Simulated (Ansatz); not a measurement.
Two shapes of doublet CH3.

Shape 1:

```xyz
4

C     0.0000    0.0000    0.0000
H     1.0903    0.0000    0.0000
H    -0.5452    0.9443    0.0000
H    -0.5452   -0.9443    0.0000
```

Shape 2:

```xyz
4

C    -0.0331   -0.0197    0.0319
H     1.0791    0.0023   -0.0487
H    -0.5446    0.9942    0.0021
H    -0.5378   -0.9206    0.0434
```

Basis set: cc-pVTZ (spherical functions). Frozen core: 1 orbital. Charge 0, multiplicity 2.

Computed with Ansatz (development build ahead of 0.2.0); each method stands on the lowest determinant of its kind that the runs found.

Q: Which shape is lower in energy, and by how much in each method?

A:

```csv
method,E(2) − E(1) (eV)
UHF,0.128
UHF-MP2,0.125
```

Shape 1 is lower.
